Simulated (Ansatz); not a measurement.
Ansatz (a first-principles code) input (B3LYP/6-31G*):

Ansatz 0.2 input:
```yaml
crystal:
  periodic: [false, false, false]
  atoms:
    - {symbol: C, position_ang: [-0.00171044, -0.66834566, 0.81620303]}
    - {symbol: C, position_ang: [-0.00722043, 0.67202359, 0.81314721]}
    - {symbol: C, position_ang: [0.00706670, -0.78786177, -0.69776522]}
    - {symbol: C, position_ang: [0.00060220, 0.78470356, -0.70135040]}
    - {symbol: H, position_ang: [-0.00294211, -1.41649084, 1.60504338]}
    - {symbol: H, position_ang: [-0.01461766, 1.42372235, 1.59856818]}
    - {symbol: H, position_ang: [-0.87849602, -1.25307620, -1.14828177]}
    - {symbol: H, position_ang: [0.90131267, -1.24573756, -1.13854277]}
    - {symbol: H, position_ang: [0.89106182, 1.24790133, -1.14422784]}
    - {symbol: H, position_ang: [-0.88874687, 1.24056269, -1.15396684]}
basis:
  gaussian:
    orbitals: 6-31G*
hamiltonian:
  xc: {name: B3LYP}
phonons: {temperatures: {t_min: 298.15, t_max: 298.15, t_step: 100}}
```

Which harmonic wavenumbers does it give?

325, 656, 864, 880, 897, 908, 940, 1010, 1053, 1112, 1143, 1183, 1234, 1248, 1338, 1500, 1519, 1658, 3046, 3052, 3083, 3098, 3186, 3217 cm⁻¹ (unscaled; negative means imaginary).
